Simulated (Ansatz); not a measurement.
# B₂H, doublet: the ladder up to full CI

Geometry: that of the B2H, quartet, kept fixed. The quartet lies 1.2 eV lower here.

```xyz
3

B     0.0000    0.0000    0.1141
B     0.0000    0.0000   -1.4064
H     0.0000    0.0000    1.2923
```

Basis 6-31G; Ansatz 0.2.0. Only valence electrons are correlated (noble-gas cores frozen), which leaves 7 electrons in 18 orbitals. R marks a restricted (for open shells ROHF) determinant, U an unrestricted one. Active spaces: valence = (7e, 9o) chosen from the atoms' valence shells.

Full CI is exact within this basis and frozen core; it isn't the basis-set limit. The frozen core follows each run's orbitals, which can shift R against U totals by a few meV.

Unrestricted rows (U) aren't spin-pure: their determinants' ⟨S²⟩ exceeds S(S+1) by up to 1.00, so they mix in states of higher spin. For open shells CISD and CISDTQ are restricted-active-space CI with the open shells as a complete middle space. The determinant fills πx and πy unequally, so it is a mixture of Σ and Δ, which weighs on every level built on one determinant.

The UHF ⟨S²⟩ is 1.752, the T1 diagnostic (RCCSD) is 0.0286 and the largest doubles amplitude (RCCSD) is 0.166. The T1 diagnostic (UCCSD) is 0.0475.

```json
{"level": "RHF", "E − E(full CI) (kJ/mol)": "298.1", "share of correlation (%)": "0.00", "wall time": "–"}
{"level": "UHF", "E − E(full CI) (kJ/mol)": "201.7", "share of correlation (%)": "32.33", "wall time": "–"}
{"level": "RMP2", "E − E(full CI) (kJ/mol)": "96.9", "share of correlation (%)": "67.50", "wall time": "–"}
{"level": "UMP2", "E − E(full CI) (kJ/mol)": "36.6", "share of correlation (%)": "87.71", "wall time": "–"}
{"level": "CISD", "E − E(full CI) (kJ/mol)": "35.4", "share of correlation (%)": "88.14", "wall time": "0.75 s"}
{"level": "RCCSD", "E − E(full CI) (kJ/mol)": "21.4", "share of correlation (%)": "92.83", "wall time": "–"}
{"level": "UCCSD*", "E − E(full CI) (kJ/mol)": "-62.2", "share of correlation (%)": "120.86", "wall time": "–"}
{"level": "RCCSD(T)", "E − E(full CI) (kJ/mol)": "13.0", "share of correlation (%)": "95.63", "wall time": "1.9 s"}
{"level": "UCCSD(T)*", "E − E(full CI) (kJ/mol)": "-95.4", "share of correlation (%)": "131.99", "wall time": "4.1 s"}
{"level": "BCCD(T)", "E − E(full CI) (kJ/mol)": "13.2", "share of correlation (%)": "95.58", "wall time": "2.5 s"}
{"level": "RCCSDT*", "E − E(full CI) (kJ/mol)": "3.1", "share of correlation (%)": "98.94", "wall time": "–"}
{"level": "UCCSDT*", "E − E(full CI) (kJ/mol)": "2.5", "share of correlation (%)": "99.18", "wall time": "–"}
{"level": "CISDTQ", "E − E(full CI) (kJ/mol)": "2.2", "share of correlation (%)": "99.25", "wall time": "4.5 s"}
{"level": "RCCSDT(Q)*", "E − E(full CI) (kJ/mol)": "-0.2", "share of correlation (%)": "100.06", "wall time": "6 s"}
{"level": "UCCSDT(Q)*", "E − E(full CI) (kJ/mol)": "-0.4", "share of correlation (%)": "100.13", "wall time": "13 s"}
{"level": "RCCSDTQ*", "E − E(full CI) (kJ/mol)": "0.1", "share of correlation (%)": "99.95", "wall time": "34 s"}
{"level": "UCCSDTQ*", "E − E(full CI) (kJ/mol)": "0.1", "share of correlation (%)": "99.97", "wall time": "93 s"}
{"level": "CASSCF (valence space)", "E − E(full CI) (kJ/mol)": "68.3", "share of correlation (%)": "77.07", "wall time": "–"}
{"level": "NEVPT2 (valence space)", "E − E(full CI) (kJ/mol)": "21.2", "share of correlation (%)": "92.89", "wall time": "4.9 s"}
{"level": "MRCISD (valence space)", "E − E(full CI) (kJ/mol)": "1.5", "share of correlation (%)": "99.48", "wall time": "–"}
{"level": "MRCISD+Q (valence space)", "E − E(full CI) (kJ/mol)": "0.4", "share of correlation (%)": "99.86", "wall time": "8.5 s"}
{"level": "MRCISD+Q(relaxed) (valence space)", "E − E(full CI) (kJ/mol)": "-0.1", "share of correlation (%)": "100.05", "wall time": "11 s"}
```

An asterisk marks runs whose energy the program itself flagged as in doubt.

The correlation energy at full CI, counted from RHF, is -3.089 eV. That run took 14 s on 1 thread of Intel Xeon Platinum 8259CL, shared host over 625,600 determinants.

Times hold each run's SCF and search for its determinant on a shared host, so for small cases they say little of a method's own cost; they ran on 1 thread of Intel Xeon Platinum 8259CL. Some runs computed forces too.

Not variational, and here over 5 meV under the exact energy: UCCSD, UCCSD(T).

The full-CI state has the irrep A1 of C2v, in the program's axes (one component, if the state is degenerate).

Natural occupations of full CI about the gap: 1.969 1.962 0.995 0.950 0.950 0.056 0.056 0.025 0.013 0.006; effectively unpaired electrons, Σ n²(2−n)², 3.03. No single determinant describes this state well, so single-reference rows can miss without a flag.
